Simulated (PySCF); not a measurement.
## C$_{3}$H$_{7}$N: calculation and literature

Structure with atom numbers: `[NH2:1][CH:2]1[CH2:3][CH2:4]1`. Hydrogens are named by the atom that carries them. Ha(C3), Ha(C4) are cis to N1 on the ring; Hb(C3), Hb(C4) are trans to N1 on the ring.

PySCF 2.14 calculation with geometry from GFN2-xTB, σ from GIAO-PBE0/pcSseg-1 and J couplings at B3LYP/pcJ-1 (spin–dipole term only in couplings to heteroatoms); averaged over atoms made equivalent by symmetry, fast rotation or ring inversion, no solvent model, no relativistic terms, one computed conformer.

Reference values: measured (solution, not stated per compound (mostly CDCl3 or CCl4); Pretsch, Buehlmann, Badertscher, Structure Determination of Organic Compounds, 4th ed. (2009)).
```
atoms  quantity  reference  computed  computed, scaled
   C2     δ 13C       24.0      29.9              27.0
C3/C4     δ 13C        7.4       9.3               6.9
H(C2)      δ 1H       2.23      2.20              2.16
```

Computed shifts are σ(ref) − σ with the named reference compound (TMS for H and C) calculated as an isolated molecule at the same level. The measured values may be among those fitted. Shieldings were converted by linear fits to measured shifts (mostly CDCl3, TMS scale, for H and C): 13C: δ = 179.97 − 0.974σ (rms 2.1 ppm, 958 shifts, 2.3 ppm with the 13 outliers that the fit left out); 1H: δ = 30.01 − 0.943σ (rms 0.17 ppm, 504 shifts, 0.18 ppm with the 4 outliers that the fit left out). A few per cent of atoms miss by over 2 rms, more outside the fitted compound classes. H not on carbon is unscaled (vs computed TMS).

Coupling constants in Hz:
| coupling | reference | computed | source |
| --- | --- | --- | --- |
| 3J(H(C2),Hb(C3)) cis | 6.6 | 8.0 | measured; solution (compiled); Pretsch, Buehlmann, Badertscher, Structure Determination of Organic Compounds, 4th ed., Springer 2009 |
| 3J(H(C2),Ha(C3)) trans | 3.6 | 4.3 | measured; solution (compiled); Pretsch, Buehlmann, Badertscher, Structure Determination of Organic Compounds, 4th ed., Springer 2009 |
| 2J(Hb(C3),Ha(C3)) | -4.3 | -6.9 | measured; solution (compiled); Pretsch, Buehlmann, Badertscher, Structure Determination of Organic Compounds, 4th ed., Springer 2009 |

How far are the unscaled 13C shifts from the references?

Results:

Mean signed difference +3.90 ppm, mean absolute 3.90 ppm over 2 comparisons; the largest is +5.9 ppm at C2 (three-membered-ring carbon).

6 of the 11 published NMR values on file for this molecule are compared.

Unscaled 3J(H,H) at this level run about 10 % above measured values.
